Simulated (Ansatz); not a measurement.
Geometry optimisation, RKS PBE0-D4/def2-SVP (Ansatz 0.2.0).

Input:

```yaml
crystal:
  periodic: [false, false, false]
  atoms:
    - { symbol: Si, position_ang: [-0.175201, 0.062409, -0.934497] }
    - { symbol: C, position_ang: [1.377919, -0.012196, 1.712867] }
    - { symbol: H, position_ang: [0.325002, -0.32373, 1.65498] }
    - { symbol: H, position_ang: [1.89492, -0.655306, 2.436192] }
    - { symbol: H, position_ang: [1.424222, 1.036836, 2.031625] }
    - { symbol: H, position_ang: [1.886371, -0.110311, 0.736167] }
    - { symbol: F, position_ang: [-1.028255, 1.243989, -0.186332] }
    - { symbol: H, position_ang: [-0.863578, -1.135691, -0.232201] }
basis:
  gaussian: { orbitals: def2-SVP }
hamiltonian:
  xc: pbe0
  dispersion: d4
relax:
  f_tol: 0.03
  max_steps: 50
```

Run as:

```bash
$ ansatz run input.yaml --threads 1 --pin off --max-ram 2048MiB --backend cpu --events-out ev --progress --plain --runs-dir out
```

**Question.** Where does it end, and by what steps?

**Answer.** It converged. The force dipped under the threshold on the way, but the program's further checks kept it going. After 20 steps the energy has fallen by 0.028 eV; H3 moved furthest, 0.71 Å.

| step | energy less start (eV) | largest force component (eV/Å) | accepted |
| --- | --- | --- | --- |
| 0 | 0.0000 | 0.086 | yes |
| 1 | -0.0030 | 0.360 | yes |
| 2 | -0.0104 | 0.133 | yes |
| 3 | -0.0105 | 0.197 | yes |
| 4 | -0.0132 | 0.114 | yes |
| 5 | -0.0136 | 0.179 | yes |
| 6 | -0.0148 | 0.025 | yes |
| 7 | -0.0151 | 0.025 | yes |
| 8 | -0.0135 | 0.292 | no |
| 9 | -0.0159 | 0.055 | yes |
| 10 | -0.0154 | 0.236 | no |
| 11 | -0.0169 | 0.047 | yes |
| 12 | -0.0179 | 0.054 | yes |
| 13 | -0.0188 | 0.129 | yes |
| 14 | -0.0199 | 0.179 | yes |
| 15 | -0.0221 | 0.152 | yes |
| 16 | -0.0245 | 0.151 | yes |
| 17 | -0.0257 | 0.176 | yes |
| 18 | -0.0269 | 0.094 | yes |
| 19 | -0.0272 | 0.067 | yes |
| 20 | -0.0277 | 0.014 | yes |

```xyz
8
Properties=species:S:1:pos:R:3
Si -0.146 0.076 -0.937
C 1.342 0.077 1.728
H 0.286 0.355 1.845
H 1.511 -0.930 2.128
H 1.974 0.808 2.248
H 1.638 0.094 0.661
F -1.289 0.933 -0.127
H -0.474 -1.305 -0.328
```

Run time: 23 s on 1 thread of Intel(R) Xeon(R) 6975P-C (Granite Rapids), on a shared host, peak memory 0.16 GiB.
